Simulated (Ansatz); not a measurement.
We consider CaB6-type CaB6, described by PBE-D3(BJ) in Ansatz (PAW).

Numerical settings: plane-wave cutoff 520 eV, 8×8×8 k mesh, Fermi–Dirac smearing 0.01 eV, scalar-relativistic PAW data made under PBE.

Energies at three volumes about the minimum:

```tsv
V (Å³/atom)	E − E_lowest (meV/atom)
9.763	1.99
9.962	0.00
10.161	1.87
```

Q: Fit a parabola by hand: where is the minimum, what lattice constant follows, and what is the bulk modulus?

A: Slopes: (0.00 − 1.99)/(9.962 − 9.763) = -10.000 and (1.87 − 0.00)/(10.161 − 9.962) = 9.397 meV/Å³. Curvature E″ = 2 × (9.397 − (-10.000))/(10.161 − 9.763) = 97.472 meV/Å⁶. From the middle of the first interval, the slope vanishes at V0 = 9.8625 − (-10.000)/97.472 = 9.965 Å³/atom. B = V0 E″ = 9.965 × 97.472 meV/Å³ × 0.1602 GPa per meV/Å³ = 156 GPa. With 7 atoms in the cube, a = (7 × 9.965)^(1/3) = 4.116 Å. The full Birch–Murnaghan fit to all volumes gives V0 = 9.962 Å³/atom and B0 = 155 GPa.

Shape and atoms are relaxed at each volume.

Measured, for comparison: bulk modulus 170 ± 5 GPa (room temperature, no zero-point or thermal correction; as tabulated in Structural stability and vibrational characteristics of CaB6 under high …); lattice constant a 4.151 Å (temperature not stated, no zero-point or thermal correction; as tabulated in Singh (2010), arXiv:1009.1807). Computed (rounded) less measured: bulk modulus -9 %.

Note: the bulk modulus comes from volumes at which shape and atoms were relaxed.

Ansatz is a first-principles code.
